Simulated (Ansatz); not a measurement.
We consider fcc Pd, described by PBEsol in Ansatz (PAW).

Settings: plane-wave cutoff 520 eV, 28×28×28 k mesh, Fermi–Dirac smearing 0.04 eV (set by the program), scalar-relativistic PAW data made under PBE.

Computed at the level's own relaxed cell.

Elastic tensor (GPa, Voigt notation, ions relaxed):

```
  242.9   184.1   184.1     0.0     0.0     0.0
  184.1   242.9   184.1     0.0     0.0     0.0
  184.1   184.1   242.9     0.0     0.0     0.0
    0.0     0.0     0.0    74.3     0.0     0.0
    0.0     0.0     0.0     0.0    74.3     0.0
    0.0     0.0     0.0     0.0     0.0    74.3
```

Worked from these constants: the tetragonal shear constant is C′ = (C11 − C12)/2 = 29.4 GPa against C44 = 74.3 GPa, so the tetragonal shear is the softer. The Zener ratio C44/C′ is 2.53 (1 for an isotropic solid), and the Cauchy pressure C12 − C44 is 109.8 GPa. With C11 + 2C12 = 611.1 GPa all three Born conditions hold; they don't test modes at the zone boundary.

Measured, for comparison: elastic constant C11 234 GPa, elastic constant C12 176 GPa, elastic constant C44 71.2 GPa (0 K, extrapolated to 0 K; zero-point effects included; as tabulated in Malica and Corso (2021), arXiv:2109.00459). Computed (rounded) less measured: elastic constant C11 +4 %, elastic constant C12 +5 %, elastic constant C44 +4 %.

Static lattice: no zero-point or thermal effects.

Ansatz is a first-principles code.
